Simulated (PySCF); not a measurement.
**U-r2SCAN/def2-SVP run of C2H5S2 (SMILES [CH2]SSC)**

Aim: the vertical ionisation energy of C2H5S2 at U-r2SCAN/def2-SVP, from 2 runs. The job is set up through a Python script.

The calculation is run with PySCF 2.14.0.

2 further runs of the same task are left out: 2 set aside as unsound or not needed.

**1. The system as given**

The species is C2H5S2 (9 atoms), meant as a doublet with charge 0. SMILES: `[CH2]SSC`. Geometry: relaxed at PBE0-D4/def2-TZVP. This is one conformer, not always the lowest.

Bond lengths: C1–S2 1.701 Å, S2–S3 2.040 Å, S3–C4 1.805 Å, C1–H5 1.082 Å, C1–H6 1.081 Å, C4–H7 1.089 Å, C4–H8 1.089 Å, C4–H9 1.092 Å. Some angles: C1–S2–S3 104.2°, S2–S3–C4 102.3°, S2–C1–H5 116.9°, S2–C1–H6 120.8°, S3–C4–H7 110.6°, S3–C4–H8 110.8°, S3–C4–H9 106.0°, H5–C1–H6 121.5°, H7–C4–H8 110.6°, H7–C4–H9 109.3°.

**2. The energy at U-r2SCAN/def2-SVP**

Input file input.py:

```python
from pyscf import gto, dft

mol = gto.M(
    atom='''
C   -0.266100   1.444300  -1.324500
S    1.223300   0.811500  -0.799100
S    0.892400   0.305900   1.149500
C    0.031800  -1.272800   0.996500
H   -0.409300   1.537400  -2.393000
H   -0.958400   1.885900  -0.621300
H   -0.902000  -1.148400   0.449500
H    0.664800  -2.013300   0.509100
H   -0.188000  -1.596900   2.016200
''',
    basis='def2-svp',
    max_memory=1860,
    spin=1,
    charge=0,
    verbose=4,
)

calc0 = dft.UKS(mol, xc='r2scan')
calc0.conv_tol = 1e-10
calc0.grids.level = 4
calc0.kernel()
if not calc0.converged:
    calc0 = calc0.newton().run(calc0.mo_coeff, calc0.mo_occ)

e_final = calc0.e_tot
print('E = %.10f Eh' % e_final)
```

On the command line:

```
OMP_NUM_THREADS=1 python input.py
```

The log of the run:

```text
PySCF version 2.14.0

[... 114 lines left out ...]
converged SCF energy = -875.134122165786  <S^2> = 0.75710302  2S+1 = 2.0070905
E = -875.1341221658 Eh
```

It took 24 s on 1 thread of AMD EPYC 9R14 (Zen 4), shared host; peak memory 0.49 GiB.

**3. The singlet cation at the same level**

Input file job.py:

```python
from pyscf import gto, dft

system = gto.Mole()
system.atom = [
    ('C', (-0.266100, 1.444300, -1.324500)),
    ('S', (1.223300, 0.811500, -0.799100)),
    ('S', (0.892400, 0.305900, 1.149500)),
    ('C', (0.031800, -1.272800, 0.996500)),
    ('H', (-0.409300, 1.537400, -2.393000)),
    ('H', (-0.958400, 1.885900, -0.621300)),
    ('H', (-0.902000, -1.148400, 0.449500)),
    ('H', (0.664800, -2.013300, 0.509100)),
    ('H', (-0.188000, -1.596900, 2.016200)),
]
system.verbose = 3
system.max_memory = 1860
system.charge = 1
system.basis = 'def2-svp'
system.build()

mf = dft.RKS(system, xc='r2scan')
mf.conv_tol = 1e-10
mf.grids.level = 4
mf.kernel()
if not mf.converged:
    mf = mf.newton().run(mf.mo_coeff, mf.mo_occ)

energy = mf.e_tot
print('E = %.10f Eh' % energy)
```

On the command line:

```
OMP_NUM_THREADS=1 python job.py
```

The log of the run:

```text
converged SCF energy = -874.852702790828
E = -874.8527027908 Eh
```

It took 13 s on 1 thread of AMD EPYC 9R14 (Zen 4), shared host; peak memory 0.46 GiB.

**4. Results**

At U-r2SCAN/def2-SVP:

```
                                          quantity          value
                      doublet C2H5S2: total energy  -875.13412 Eh
                     doublet C2H5S2: dipole moment         1.75 D
doublet C2H5S2: HOMO energy (highest over α and β)       -4.50 eV
 doublet C2H5S2: LUMO energy (lowest over α and β)       -2.11 eV
                              doublet C2H5S2: ⟨S²⟩          0.757
                      singlet cation: total energy  -874.85270 Eh
                       singlet cation: HOMO energy      -11.75 eV
                       singlet cation: LUMO energy      -10.55 eV
                     singlet cation: HOMO–LUMO gap        1.20 eV
vertical ionisation energy (to the singlet cation)       7.658 eV
```

**Reading.** The vertical ionisation energy comes to 7.66 eV (739 kJ/mol). Only the singlet of the ionised species was computed; a triplet could lie lower. Mulliken charges (singlet cation) run from -0.15 on C4 to +0.29 on S2; they depend strongly on the basis.
